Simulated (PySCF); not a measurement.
Continuum solvent and chemical shifts

Molfile (atoms numbered from 1):
```
BClS
     RDKit          3D

  3  2  0  0  0  0  0  0  0  0999 V2000
   -1.6286    0.1673   -0.0129 S   0  0  0  0  0  0  0  0  0  0  0  0
   -0.0171    0.1028   -0.0084 B   0  0  0  0  0  0  0  0  0  0  0  0
    1.6687    0.0352   -0.0037 Cl  0  0  0  0  0  0  0  0  0  0  0  0
  1  2  2  0
  2  3  1  0
M  END
```

GIAO PBE0/pcSseg-1 in PySCF on one PBE0-D3(BJ)/def2-SVP conformer, non-relativistic, equivalent nuclei averaged. Solvents enter as an IEF-PCM continuum (dichloromethane with ε = 8.9, dimethylsulfoxide with ε = 46.8) around the gas-phase geometry. Shifts are referred to CS2, BF3·OEt2 computed in the same medium.

Gas phase, δ in ppm: S1 -109.6, B2 39.1. Dipole moment 1.64 D.

(1) How does each δ change in the continuum?

(2) Which nuclei move most (in ppm), and what does the model miss?

## Answers

(1) 
```tsv
atoms	environment	Δδ, dichloromethane	Δδ, dimethylsulfoxide
S1	sulfur bonded to B	-16.7	-19.6
B2	boron bonded to Cl, S	+2.1	+2.5
```

Changes are relative to the gas phase. The dipole moment becomes 2.18 D in dichloromethane, 2.27 D in dimethylsulfoxide.

(2) S1 (sulfur bonded to B, -19.6 ppm) in dimethylsulfoxide. A continuum only polarises the solute; specific hydrogen bonds, the anisotropy of aromatic solvents and changes of geometry or conformer are outside it.
